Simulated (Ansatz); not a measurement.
Cost and result for the atomization energy of C5H10O, SMILES `CC(=O)C(C)C` (16 atoms, 15 bonds).

| atom | x (Å) | y (Å) | z (Å) |
| --- | --- | --- | --- |
| C1 | 0.382 | 1.638 | 0.866 |
| C2 | -0.338 | 1.132 | -0.357 |
| O3 | -0.799 | 1.894 | -1.171 |
| C4 | -0.451 | -0.371 | -0.547 |
| C5 | 0.863 | -0.902 | -1.120 |
| C6 | -0.839 | -1.110 | 0.727 |
| H7 | -0.264 | 1.519 | 1.740 |
| H8 | 1.294 | 1.071 | 1.064 |
| H9 | 0.615 | 2.694 | 0.740 |
| H10 | -1.233 | -0.503 | -1.300 |
| H11 | 1.127 | -0.387 | -2.046 |
| H12 | 1.687 | -0.778 | -0.412 |
| H13 | 0.773 | -1.968 | -1.338 |
| H14 | -0.062 | -1.033 | 1.491 |
| H15 | -0.985 | -2.171 | 0.514 |
| H16 | -1.770 | -0.725 | 1.150 |

The species carries charge 0 and has multiplicity 1. The geometry is a stationary point of PBE0-D4/def2-TZVP. It is one conformer, not always the lowest. Program: Ansatz. All runs use 2 threads of an AMD EPYC 7R13 on a shared host and a share of an NVIDIA H100 80 GB. Times are those of one run each, without the atoms' runs, and a repeat can differ threefold. Electronic energies, without spin–orbit coupling; frozen cores. CCSD(T)/CBS adds CCSD(T) − MP2 in def2-TZVPP to the MP2 limit, and its time is that of the two runs behind it. T1 = 0.012. B3LYP takes the VWN-RPA correlation (the form of Gaussian; ORCA's B3LYP/G).

CCSD(T)/CBS is a level of theory with its own doubt, some kJ/mol a heavy atom from the limit and from the frozen cores, so smaller differences don't rank the functionals.

```
                             level  functions  wall time
                PBE0-D4/def2-TZVPP        326      4.1 s
   PBE-D4/def2-TZVPP (with forces)        326      4.9 s
 B3LYP-D4/def2-TZVPP (with forces)        326      6.5 s
r2SCAN-D4/def2-TZVPP (with forces)        326        7 s
                ωB97X-V/def2-TZVPP        326        7 s
  ωB97M-V/def2-TZVPP (with forces)        326        8 s
                 B2PLYP/def2-TZVPP        326       11 s
                    MP2/def2-QZVPP        642       11 s
                CCSD(T)/def2-TZVPP        326       19 s
                 CCSD(T)/CBS(def2)          –       30 s
```

What atomization energy does each give, and how far from CCSD(T)/CBS? (Best estimate.)

Computed: 
```
                             level  atomization (kJ/mol)  difference from CCSD(T)/CBS  per bond
                PBE0-D4/def2-TZVPP                6603.2                         49.2       3.3
   PBE-D4/def2-TZVPP (with forces)                6707.9                        153.9      10.3
 B3LYP-D4/def2-TZVPP (with forces)                6562.0                          8.0       0.5
r2SCAN-D4/def2-TZVPP (with forces)                6577.9                         23.9       1.6
                ωB97X-V/def2-TZVPP                6566.3                         12.3       0.8
  ωB97M-V/def2-TZVPP (with forces)                6576.0                         22.0       1.5
                 B2PLYP/def2-TZVPP                6499.3                        -54.7      -3.6
                    MP2/def2-QZVPP                6587.1                         33.1       2.2
                CCSD(T)/def2-TZVPP                6412.2                       -141.8      -9.5
                 CCSD(T)/CBS(def2)                6554.0                          0.0       0.0
```

The D4 term adds +49.7 kJ/mol with B3LYP and +26.5 kJ/mol with PBE0; it sums over pairs of atoms, weighted by their polarisabilities, and B3LYP, whose exchange is more repulsive, gets the larger term. In def2-TZVPP, CCSD(T) changes the Hartree–Fock value by +1529.8 kJ/mol (the triples alone add +89.1 kJ/mol) and MP2 by +1621.4 kJ/mol; breaking electron pairs costs correlation energy, which Hartree–Fock lacks. From PBE to PBE0 (25 % exact exchange), in def2-TZVPP and without D4, the atomization energy moves by −99.8 kJ/mol: exact exchange takes away binding that semilocal exchange gives to molecules.
